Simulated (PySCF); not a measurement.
formaldehyde (CH₂O), SMILES O=C. Coordinates come from a r2SCAN-D4/def2-TZVPD optimisation.

TDA-CAM-B3LYP/def2-TZVPD in PySCF puts the lowest singlet excitations at 4.01, 7.10, 8.30, 8.34, 8.78, 9.26 eV.

Problem. What are the lowest excitation roots from ADC(2)/aug-cc-pVDZ run with PySCF? (An estimate is asked for; the answer gives what the named calculation found.)

Solution. 3.98, 6.28, 7.28, 7.38, 7.95, 9.53 eV. S1 differs by -0.03 eV (second minus first; roots are paired by order, and the bases may differ).
